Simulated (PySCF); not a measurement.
Members of the series CXY, Y = H; each row names its spin state. Isolated molecules, 0 K electronic values unless said otherwise. One relaxed conformer stands for each flexible species; it need not be the lowest. Strings in code marks are SMILES.

All values below come from PBE-D3(BJ)/def2-TZVP // PBE0-D3(BJ)/def2-TZVP run with PySCF. All candidates: neutral, multiplicity 3. 

- dipole moment: 0.94 D
- highest occupied spin orbital: -4.80 eV

Question: Which member has these values?
(A) `[CH2]` (lower triplet)
(B) `[CH]N` (excited triplet)
(C) `[C-]#[N+][CH]` (lower triplet)
(D) `[CH]F` (excited triplet)

Answer: D, `[CH]F` (excited triplet). The others give `[CH]N` (excited triplet): 1.73 D, -4.23 eV; `[CH2]` (lower triplet): 0.64 D, -5.69 eV; `[C-]#[N+][CH]` (lower triplet): 2.99 D, -5.95 eV
